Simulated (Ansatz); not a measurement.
We consider 2H WS₂, described by PBE-D3(BJ) in Ansatz (plane waves, PAW).

The input as run:

Ansatz 0.2 input:
```yaml
crystal:
  lattice:
    - [1.5976876162, -2.767276126, 0.0]
    - [1.5976876162, 2.767276126, 0.0]
    - [0.0, 0.0, 12.3001444287]
  atoms:
    - { symbol: W, position: [0.3333333333, 0.6666666667, 0.25] }
    - { symbol: W, position: [0.6666666667, 0.3333333333, 0.75] }
    - { symbol: S, position: [0.3333333333, 0.6666666667, 0.8797134812] }
    - { symbol: S, position: [0.6666666667, 0.3333333333, 0.3797134812] }
    - { symbol: S, position: [0.6666666667, 0.3333333333, 0.1202865188] }
    - { symbol: S, position: [0.3333333333, 0.6666666667, 0.6202865188] }
basis:
  ecutwfc: 520
  ecutrho_ratio: 4
  xc_grid: 2
kpoints:
  mp_grid: { grid: [12, 12, 4] }
hamiltonian:
  xc: pbe
  dispersion: d3bj
  pseudopotentials: { kind: paw }
scf:
  occupations: { method: fermi_dirac, width: 0.01 }
output:
  forces: true
  stress: true
  eigenvalues: true
relax:
  f_tol: 0.004
  escape_saddle: false
  max_steps: 80
  cell: { stress_tol: 0.02, fix: [volume] }
```

Output (set-up and result lines):

```
Relaxation: its limit of steps is 80 (relax.max_steps)
Crystal: 6 atoms, lattice volume = 108.764 Å³
Basis set: ecut = 520 eV, 2907 PW (Γ), exchange–correlation on 48×48×192 points (8 copies of the dense FFT grid, shifted against one another)
Bands: 32, of which v1, the nominal top of the filled ones, is band 26 counted from 1 (25 counted from 0)
Symmetry: 24 space group operations
Space group: P63/mmc (ITA 194), of the structure as read, at distance tolerance 4.8e-5 Å
k-points: 57 of 576
Functional: x = pbe(κ = 0.804, μ = 0.2195149727645171), c = pbe(β = 0.06672455060314922)
SCF iter   1: F=—  HF=-24385.230154 eV  |F-HF|=—  |Δ(HF+E_count)|=         —  Δρ=4.93e-3  dr2=9.76e-3
SCF iter   2: F=—  HF=-24385.236692 eV  |F-HF|=—  |Δ(HF+E_count)|=   6.54e-3  Δρ=2.73e-3  dr2=2.14e-3
  ...
SCF 1 converged in 6 iterations: F = -24385.241495 eV  dr2 = 8.68e-8
Crystal: 6 atoms, lattice volume = 108.764 Å³
Basis set: ecut = 520 eV, 2957 PW (Γ), exchange–correlation on 48×48×192 points (8 copies of the dense FFT grid, shifted against one another)
Initial density: handed on by an earlier stage of this run
  ...
Crystal: 6 atoms, lattice volume = 108.764 Å³
Basis set: ecut = 520 eV, 2909 PW (Γ), exchange–correlation on 48×48×192 points (8 copies of the dense FFT grid, shifted against one another)
SCF 3 converged in 5 iterations: F = -24385.301627 eV  dr2 = 5.09e-7
Crystal: 6 atoms, lattice volume = 108.764 Å³
SCF 4 converged in 4 iterations: F = -24385.301694 eV  dr2 = 3.81e-8
Crystal: 6 atoms, lattice volume = 108.764 Å³
SCF 5 converged in 4 iterations: F = -24385.301730 eV  dr2 = 6.70e-9
Crystal: 6 atoms, lattice volume = 108.764 Å³
SCF iter   5: F=—  HF=-24385.301743 eV  |F-HF|=—  |Δ(HF+E_count)|=  5.53e-10  Δρ=2.24e-7  dr2=2.92e-11
SCF iter   6: F=-24385.301743 eV  HF=-24385.301743 eV  |F-HF|=3.64e-12  |Δ(HF+E_count)|=  5.64e-10  Δρ=3.53e-8  dr2=1.25e-12
SCF 6 converged in 6 iterations: F = -24385.301743 eV  dr2 = 1.25e-12
SCF converged after 6 iterations
Free energy (F): -24385.301743 eV
Internal energy: -24385.301743 eV  (E = F + TS)
E sigma→0 (E₀):  -24385.301743 eV
Fermi energy:    11.835718 eV
--- Forces (eV/Å), atoms counted from 1 ---
  atom   1  W     -0.00000000    -0.00000000     0.00000000
  atom   2  W      0.00000000     0.00000000    -0.00000000
  atom   3  S     -0.00000000    -0.00000000     0.00033856
  atom   4  S      0.00000000     0.00000000     0.00033856
  atom   5  S      0.00000000     0.00000000    -0.00033856
  atom   6  S     -0.00000000     0.00000000    -0.00033856
--- Stress (GPa, compression-positive) ---
       -1.522604      -0.000000      -0.000000
        0.000000      -1.522604      -0.000000
       -0.000000      -0.000000      -1.525109
  P = ⅓ Tr σ = -1.5234 GPa (-15.234 kbar)
```

The cell is one volume of an energy–volume scan, off the minimum.

Ansatz is a program for electronic structure.
